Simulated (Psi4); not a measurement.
Psi4 input (wB97X-D/6-311+G**):

```
memory 1500 MB

molecule {
-1 1
S     0.00049414    0.06450114    1.16622654
C    -0.00143610    1.37701627    0.02005522
C     0.00130320   -1.23742310    0.00830037
C    -0.00137378    0.74802200   -1.22132953
C     0.00011948   -0.68488477   -1.24455526
H     0.00253092   -2.28684857    0.26962575
H    -0.00241967    1.31834414   -2.14933417
H     0.00030568   -1.27989620   -2.15474108
symmetry c1
no_reorient
no_com
}

set {
  basis 6-311+G**
  reference rks
  scf_type df
  df_basis_scf def2-universal-jkfit
  dft_radial_points 99
  dft_spherical_points 590
  e_convergence 1e-8
  d_convergence 1e-7
  maxiter 150
}

e = energy('wb97x-d')
print_out(f'\nFINAL {e:.10f} DIPOLE {variable("CURRENT DIPOLE")[0]:.6f} {variable("CURRENT DIPOLE")[1]:.6f} {variable("CURRENT DIPOLE")[2]:.6f}\n')
```

What final total energy does it give?

-552.36603 Eh.
